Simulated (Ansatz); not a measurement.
We consider wurtzite MgTe, described by PBEsol+SOC (PAW; Ansatz, a quantum-chemistry and plane-wave program).

Settings: plane-wave cutoff 520 eV, 12×12×6 k mesh (along the axes of the cell as run), Fermi–Dirac smearing 0.01 eV, PAW data made under PBE.

Results at a series of volumes:

| V (Å³/atom) | E − E_lowest (meV/atom) |
|---|---|
| 32.066 | 6.41 |
| 32.734 | 1.54 |
| 33.402 | 0.00 |
| 34.070 | 1.46 |
| 34.738 | 5.62 |

### Question
Estimate the bulk modulus and its pressure derivative from these points.

### Answer
V0 = 33.400 Å³/atom, B0 = 35.9 GPa, B′ = 4.2 (fit to the energies at full precision).

Shape and atoms are relaxed at each volume.

Note: the bulk modulus comes from volumes at which shape and atoms were relaxed.
